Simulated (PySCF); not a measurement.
## What binds to acetonitrile, and how strongly

Gas-phase complexes of acetonitrile, each in one structure from a short search with a few starts, optimised by PBE0-D3(BJ)/def2-SVPD or PBE0-D3(BJ)/def2-TZVPD; other ways of binding may lie lower. Energies in kcal/mol, wB97M-D3(BJ)/def2-TZVPD, counterpoise-corrected (PySCF): interaction is complex less parts frozen as they stand in it, binding adds what it costs to deform them. Contacts are written partner···acetonitrile; electrostatic, Pauli and orbital are terms of the uncorrected same energy, whose rest is dispersion or correlation.

3 other partners are left out, for which the search missed the form known or expected to bind best.

Frequency runs check only 1 of the 7 structures; these show no clear imaginary mode.

(1) Order these partners of acetonitrile by binding energy, strongest first: fluoromethane, hydrogen fluoride, bromide, Ca2+, K+, hydrogen bromide, acetylene.

## Answers

(1) Ca2+ (-81.9), K+ (-24.4), bromide (-12.3), hydrogen fluoride (-9.1), hydrogen bromide (-4.6), fluoromethane (-3.6), acetylene (-3.1).
```tsv
partner	contact	distance (Å)	binding	interaction	electrostatic	Pauli	orbital
Ca2+	Ca···N	2.22	-81.9	-82.5	-71.0	39.1	-49.4
K+	K···N	2.66	-24.4	-24.5	-26.1	9.4	-7.5
bromide	Br···H	2.49	-12.3	-12.7	-16.1	10.7	-6.5
hydrogen fluoride	H···N	1.75	-9.1	-9.3	-14.1	13.2	-7.9
hydrogen bromide	H···N	1.95	-4.6	-4.8	-9.6	11.4	-5.8
fluoromethane	F···H	2.45	-3.6	-3.6	-4.2	2.9	-1.0
acetylene	H···N	2.25	-3.1	-3.1	-4.5	3.6	-1.6
```

Multiply charged ions in the gas phase bind far more strongly than in solution.
